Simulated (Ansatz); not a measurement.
A run of Ansatz (development build ahead of 0.2.0) on triplet C2H4 at this shape:

```xyz
6

C     0.0000    0.0000   -0.6655
C     0.0000    0.0000    0.6655
H     0.0000   -0.8579   -1.1984
H     0.0000    0.8579   -1.1984
H    -0.8579    0.0000    1.1984
H     0.8579    0.0000    1.1984
```

Its results:

| Property | Result |
| --- | --- |
| Converged | yes |
| Reference energy | -77.93701 hartree |
| Correlation energy | -0.23188 hartree |
| Total energy | -78.16889 hartree |
| Spin squared of the determinant | 2.009 |

Question: Which input gives this output? Name the method, the orbitals and the basis set, and write the input.

Answer: UHF-MP2 in cc-pVDZ.

```yaml
crystal:
  periodic: [false, false, false]
  atoms:
    - { symbol: C, position_ang: [0.0, 0.0, -0.66551] }
    - { symbol: C, position_ang: [0.0, 0.0, 0.66551] }
    - { symbol: H, position_ang: [0.0, -0.85794, -1.19838] }
    - { symbol: H, position_ang: [0.0, 0.85794, -1.19838] }
    - { symbol: H, position_ang: [-0.85794, 0.0, 1.19838] }
    - { symbol: H, position_ang: [0.85794, 0.0, 1.19838] }
basis:
  gaussian: { orbitals: cc-pVDZ }
magnetization:
  spin_polarized: true
  initial_magnetization: 2
hamiltonian:
  xc: hf
correlation:
  method: mp2
  frozen_orbitals: { C: 1, H: 0 }
```

Caution: another spin multiplicity may lie lower.
